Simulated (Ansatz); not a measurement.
# Basis-set limit of AlSiH₃, triplet

```xyz
5

Al   -1.6965    0.0000    0.0000
H    -2.4894    1.3734    0.0000
H    -2.4894   -1.3734    0.0000
H     0.0255    0.0000    0.0000
Si    1.8075    0.0000    0.0000
```

Connectivity, by distances: AlH2 ··· Si, 1 bridging H.

Ansatz 0.2.0, UHF determinant, valence electrons correlated. Energies in eV.

```csv
set,X,functions,Hartree–Fock,MP2 correlation,CCSD(T) correlation,time
def2-TZVPP,3,126,-14489.9569,-4.3935,-5.6757,"7 s on 1 × NVIDIA H100 80GB HBM3 with 1 thread of AMD EPYC 7R13 Processor (Zen 3), on a shared host"
def2-QZVPP,4,230,-14490.3821,-4.7007,-5.9117,11 s on 1 × NVIDIA H100 80GB HBM3 with 1 thread of AMD EPYC 7R13 Processor (Zen 3) (shared host)
```

Hartree–Fock is taken to follow E(X) = E∞ + A·exp(−7.88·√X), correlation E(X) = E∞ + B·X^−2.97.

Cautions: lower spins were not checked.

Question: Work out the CCSD(T) energy at the limit, and how far the shortcut misses it that extrapolates MP2 and adds CCSD(T) minus MP2 from the smaller set.

Answer: Hartree–Fock: E∞ = E4 + 0.1377·(E4 − E3) = -14490.4407. Correlation: E∞ = E4 + 0.7407·(E4 − E3) = -6.0865 for CCSD(T) and -4.9282 for MP2. The limit is -14496.5272 eV, 0.233 eV below def2-QZVPP. The shortcut gives a correlation energy of -4.9282 + (-1.2821) = -6.2103, 124 meV lower than the direct value.

Past Ne part of the Hartree–Fock step between the two sets comes from the cores, which don't follow the formula, so the 59 meV that it adds to the total can overshoot; that part largely cancels in differences.
